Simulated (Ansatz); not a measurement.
Cubic perovskite BaTiO3 (cubic high-temperature phase), treated with BLYP (PAW; Ansatz, an electronic-structure program).

Numerical settings: plane-wave cutoff 520 eV, 8×8×8 k mesh, Fermi–Dirac smearing 0.01 eV, no spin polarisation, scalar-relativistic PAW data made under PBE.

Cell (relaxed at this level):

```
BaTiO3
1.0
    4.06413     0.00000     0.00000
    0.00000     4.06413     0.00000
    0.00000     0.00000     4.06413
Ba Ti O
1 1 3
Direct
  0.00000   0.00000   0.00000
  0.50000   0.50000   0.50000
  0.50000   0.00000   0.50000
  0.00000   0.50000   0.50000
  0.50000   0.50000   0.00000
```

Q: What does this level give for the bulk modulus B0, band gap, smallest direct gap on the k points sampled and pressure derivative B′ of the bulk modulus?

A: 
- bulk modulus B0: 152 GPa
- band gap: 1.73 eV
- smallest direct gap on the k points sampled: 1.88 eV
- pressure derivative B′ of the bulk modulus: 4.5

Measured, for comparison: band gap 3.2 eV (temperature not stated, not corrected to a static lattice; as tabulated in Matsushita et al. (2011), arXiv:1104.2769); bulk modulus 162 GPa (temperature not stated, not corrected to a static lattice, our sources range from 162 to 173; as tabulated in Matsushita et al. (2011), arXiv:1104.2769). Computed (rounded) less measured: bulk modulus -6 % (-6 % to -12 % over the range).

Note: the relaxation could not lower the start's symmetry, so the cell can be a saddle point above a distorted one.

Spin–orbit coupling is not included.
